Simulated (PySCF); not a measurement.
Run record for N-methylpropargylamine (`N(C)CC#C`): revPBE/6-311G**, start guess vsap, full TDDFT, 12 singlets.

Method: TDDFT revPBE/6-311G**, vertical, gas phase, core orbitals frozen in the response (PySCF 2.14.0, density-fitted response routines). Geometry: GFN2-xTB. A driver script takes a list of jobs; this job's settings line and coordinates (Å) are shown.

Command:
```bash
OMP_NUM_THREADS=1 python probes_run.py task.json out
```

Input:
```
{"job": {"kind": "uv", "xc": "revPBE", "basis": "6-311G**", "nstates": 12, "ntriplets": 0, "tda": false, "scf": {"guess": "vsap"}}, "charge": 0, "multiplicity": 1}
C      2.116828     1.041690    -0.491783
C      1.395860     0.088904    -0.413110
C      0.445701    -0.998532    -0.217865
N     -0.644064    -0.678469     0.692804
C     -1.520178     0.365384     0.199408
H      2.776312     1.851499    -0.593767
H      0.007935    -1.273888    -1.184137
H      0.975698    -1.869250     0.183835
H     -0.260692    -0.404853     1.593581
H     -2.301081     0.543670     0.936785
H     -1.004509     1.314090    -0.007941
H     -1.986611     0.019069    -0.723836
```

Output:
```
final grid: 93432 points
cycle   1  E = -202.5179893104  dE =  7.402e+00  |g| = 4.797e+00  |ddm| = 3.961e+01
cycle   2  E = -179.5982128657  dE =  2.292e+01  |g| = 9.706e+00  |ddm| = 3.993e+01
cycle   3  E = -204.0737936199  dE = -2.448e+01  |g| = 4.966e+00  |ddm| = 9.266e+00
cycle   4  E = -210.2751869528  dE = -6.201e+00  |g| = 2.065e+00  |ddm| = 9.550e+00
cycle   5  E = -210.6455495849  dE = -3.704e-01  |g| = 1.464e+00  |ddm| = 2.386e+00
cycle   6  E = -211.2782418170  dE = -6.327e-01  |g| = 2.416e-01  |ddm| = 1.371e+00
cycle   7  E = -211.2897360472  dE = -1.149e-02  |g| = 1.129e-01  |ddm| = 3.358e-01
cycle   8  E = -211.2924282070  dE = -2.692e-03  |g| = 4.036e-02  |ddm| = 1.095e-01
cycle   9  E = -211.2927781722  dE = -3.500e-04  |g| = 5.872e-03  |ddm| = 3.342e-02
cycle  10  E = -211.2927868542  dE = -8.682e-06  |g| = 1.793e-03  |ddm| = 1.014e-02
cycle  11  E = -211.2927875985  dE = -7.443e-07  |g| = 5.637e-04  |ddm| = 3.138e-03
cycle  12  E = -211.2927876717  dE = -7.325e-08  |g| = 1.814e-04  |ddm| = 7.834e-04
cycle  13  E = -211.2927876803  dE = -8.534e-09  |g| = 4.657e-05  |ddm| = 1.651e-04
cycle  14  E = -211.2927876807  dE = -4.742e-10  |g| = 1.345e-05  |ddm| = 6.528e-05
converged SCF energy = -211.2927876807

Static polarisability (au): isotropic 49.813, principal 38.294 45.716 65.429

Singlet excitations
state   eV       nm        f      main configurations
  1   5.4585    227.1   0.03512   H->L 0.96
  2   5.6149    220.8   0.00093   H->L+1 0.99
  3   6.1353    202.1   0.01599   H->L+2 0.97
  4   6.6668    186.0   0.00053   H-1->L 0.97
  5   6.7142    184.7   0.00815   H->L+3 0.99
  6   6.8484    181.0   0.00073   H->L+4 0.99
  7   6.9726    177.8   0.00653   H->L+5 0.99
  8   7.0120    176.8   0.00469   H-2->L 0.57, H-1->L+1 0.42
  9   7.2374    171.3   0.00136   H-2->L+1 0.94
 10   7.4339    166.8   0.00336   H-1->L+2 0.96
 11   7.6322    162.4   0.05557   H-2->L+2 0.81, H-1->L+1 0.11
 12   7.8463    158.0   0.00883   H->L+6 0.98
```

H and L stand for HOMO and LUMO; the number after each pair is its weight.

Task: Give the mean polarisability as a volume in Å³, and the ratio of the largest to the smallest principal value.

Result: 49.813 au × 0.148185 = 7.38 Å³; 65.429/38.294 = 1.71.

Task: Give S1 in cm⁻¹ and kJ/mol.

Result: 5.4585 eV × 8065.54 = 44026 cm⁻¹; × 96.485 = 526.7 kJ/mol.

In short: SCF converged in 14 cycles with 132 basis and 573 fitting functions; HOMO -5.07 eV, LUMO 0.18 eV; lowest singlet 5.46 eV; mean polarisability 49.8 au.

All basis functions are spherical, in the Pople sets too.

Task: How long does this job take on Arm Neoverse N1, one thread, on a shared host? And the peak memory of the process?

Result: About 25 s, with 0.46 GiB resident at the peak, the Python interpreter and its libraries included.

Shape of the structure used: `[CH:1]#[C:2][CH2:3][NH:4][CH3:5]`: C2–C3–N4–C5 65°.

One conformer stands for the species.
